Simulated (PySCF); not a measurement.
SiCl: frontier orbitals

M06 at R = 2.222 Å; PySCF, no relativity, basis sets Si 3-21G, Cl 3-21G. State: ²Π (doublet), unpaired electrons π ↑. Only the outer orbitals are listed, counted within each symmetry.

```
spin  orbital  occ.  ε (eV)  on Si (%)            main shells (%)
   α       7σ     1  -22.84          4                    94 Cl s
   α       8σ     1  -13.72         69           69 Si s, 24 Cl p
   α       3π     1   -9.41          8            92 Cl p, 8 Si p
   α       9σ     1   -9.39         46  54 Cl p, 27 Si s, 19 Si p
   α       3π     1   -9.37         11           89 Cl p, 11 Si p
   α       4π     1   -5.46         89           90 Si p, 10 Cl p
   α       4π     0   -3.51         92                    92 Si p
   α      10σ     0   -0.76         89           87 Si p, 16 Cl p
   α      11σ     0    7.01        106            97 Si s, 9 Si p
   β       7σ     1  -22.76          3                    94 Cl s
   β       8σ     1  -13.03         61           60 Si s, 33 Cl p
   β       3π     1   -9.35          7                    93 Cl p
   β       3π     1   -9.13          6                    94 Cl p
   β       9σ     1   -9.00         54  46 Cl p, 36 Si s, 18 Si p
   β       4π     0   -3.20         93                    93 Si p
   β       4π     0   -2.72         94                    94 Si p
   β      10σ     0   -0.48         92           90 Si p, 14 Cl p
```

Question: Which are the highest filled and the lowest empty level, where do they sit, and how wide is the gap?

Answer: Highest filled α 4π at -5.46 eV (in %: 90 Si p, 10 Cl p); lowest empty α 4π at -3.51 eV (in %: 92 Si p); the gap at M06 is 1.95 eV. Both belong to one degenerate shell, split only by its one-sided filling, so this is no excitation gap.

```json
{
 "bond order (Mayer)": "0.91",
 "⟨S²⟩": "0.752",
 "charge on Si (Mulliken, basis-dependent)": "0.40",
 "charge on Si (Löwdin, basis-dependent)": "0.26",
 "dipole moment (positive dipole means Si(−)Cl(+))": "-2.50 D"
}
```

Shares are Mulliken populations and can fall outside 0 to 100 %.

3-21G is very small, so such numbers show the basis as much as the molecule. The state is the lowest determinant that a PBE0 search found; another state may lie lower at other levels.
